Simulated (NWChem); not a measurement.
SiH₂ cation, doublet

```xyz
3

Si     0.0000     0.0000     0.0945
H      1.2878     0.0000    -0.6613
H     -1.2878     0.0000    -0.6613
```
Atoms are numbered in this order, from 1.

In the optimisation the excess spin sits in a1 (C2v, its own frame). Coordinates come from a B3LYP/6-31G* (spherical d), spin-unrestricted optimisation. No stability test was run on the SCF state.

Symmetry labels are those of C2v in the frame above (b1 and b2, or b-type labels, depend on it).

List the 4 lowest vertical excitations from BHandHLYP/def2-SVPD, spin-unrestricted, TDA (NWChem).


| state | energy (eV) | oscillator strength | symmetry of the excitation | <S²> |
|---|---|---|---|---|
| state 1 | 2.17 | 0.008 | b2 | 0.76 |
| state 2 | 4.81 | 0.009 | b1 | 0.80 |
| state 3 | 5.13 | 0.000 | a2 | 2.69 |
| state 4 | 5.90 | 0.000 | a2 | 0.81 |
